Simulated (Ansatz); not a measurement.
Fluorite SrCl₂ was calculated with HISS (PAW; Ansatz, a program for electronic structure).

Run with plane-wave cutoff 460 eV, 6×6×6 k mesh, Fermi–Dirac smearing 0.01 eV, scalar-relativistic PAW data made under PBE.

The cell has the measured lattice: a = b = c = 6.974 Å, α = β = γ = 90.00°.

Predict the band gap, smallest direct gap on the k points sampled and Γ–Γ gap.


* **band gap**: 7.28 eV (on the SCF k mesh)
* **smallest direct gap on the k points sampled**: 7.45 eV
* **Γ–Γ gap**: 7.66 eV

Measured, for comparison: band gap 7.5 eV (temperature not stated, no zero-point or thermal correction; as tabulated in Aguado et al. (1999), arXiv:cond-mat/9901145).

Note: cell and atoms aren't relaxed at this level.

Spin–orbit coupling is not included.

The result took about 2.2 core-minutes (a rough figure).
